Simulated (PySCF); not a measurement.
Stepwise substitution at one centre (B F-Cl). All species are isolated molecules in the gas phase. Strings in code marks are SMILES.

The S1–T1 gap (TDA) from two functionals at the same geometries (PBE0-D3(BJ)/def2-TZVP), both in PySCF: PBE-D3(BJ)/def2-TZVP and ωB97X-D3(BJ)/def2-TZVP. Excitations are Tamm–Dancoff values on a coarser integration grid. The basis has no diffuse functions, so Rydberg states are missing or too high.

| species | PBE-D3(BJ)/def2-TZVP (eV) |
|---|---|
| 0 of 3 F replaced by Cl (`FB(F)F`) | 0.23 |
| 1 of 3 F replaced by Cl | 0.20 |
| 2 of 3 F replaced by Cl (`FB(Cl)Cl`) | 0.19 |

Q: What does ωB97X-D3(BJ)/def2-TZVP give for each?

A: 
- 0 of 3 F replaced by Cl (`FB(F)F`): 0.23
- 1 of 3 F replaced by Cl: 0.18
- 2 of 3 F replaced by Cl (`FB(Cl)Cl`): 0.17
Over these rows, drawn at random from the members with no instability flagged (it was tested for open shells, ions and some series alone), PBE minus ωB97X-D3(BJ): mean +0.02 eV, from 0.00 eV to +0.02 eV.
